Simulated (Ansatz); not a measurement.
Born–Oppenheimer molecular dynamics of CH7ClSi (10 atoms, charge 0, multiplicity 1). It starts at the highest image of a converged band. Of that band: A vibrational analysis at the climbing image gives 2 clearly imaginary modes (1072i, 187i cm⁻¹): a point of higher order, so a lower path passes nearby.

Level of theory: RKS CAM-B3LYP-D4/6-31G* (Ansatz).

```yaml
ensemble: NVE (velocity Verlet)
time_step: 0.5 fs
steps_asked: 200
starting_velocities_drawn_for: 300 K
seed: 2647
```

First frame:

```xyz
10
Properties=species:S:1:pos:R:3
Si -0.207 0.069 -0.268
Cl 0.295 -0.241 2.396
C 1.648 -0.003 -0.415
H 2.043 -0.958 -0.066
H 1.883 0.115 -1.482
H 2.126 0.800 0.148
H -0.696 1.401 -0.688
H -0.802 -1.047 -1.037
H -1.600 -0.025 0.702
H -1.072 -0.111 1.418
```

Q: How far do the bonds stretch over the last three quarters of this one trajectory? (Pairs bonded in most of those frames.)

A: 
```
   bond  mean (Å)  spread (Å)  shortest  longest
 Si1–C3     1.889       0.023      1.85     1.93
 Si1–H7     1.495       0.033      1.45     1.55
 Si1–H8     1.494       0.037      1.43     1.55
 Si1–H9     1.536       0.125      1.36     1.80
Cl2–H10     1.363       0.144      1.16     1.71
  C3–H4     1.092       0.007      1.08     1.11
  C3–H5     1.097       0.017      1.07     1.13
  C3–H6     1.094       0.010      1.08     1.11
```

Mean temperature of the second half: 1639 K. The conserved energy stayed within 0.56 meV per atom of its start (net change -0.26 meV per atom), so the integration is sound. The kinetic energy rose, since the run started high on the potential surface and went downhill. It ends in pieces (CH6Si + ClH), so much of that is their flight and rotation, not heat. A run of 0.1 ps of so small a system gives no equilibrium averages. The orbitals stay closed-shell, which can raise the energy where a bond breaks towards radicals; this wasn't checked here.

The run took 7.3 min on 2 threads of Intel(R) Xeon(R) Platinum 8259CL CPU @ 2.50GHz (Skylake/Cascade Lake) (shared host), peak memory 0.17 GiB.
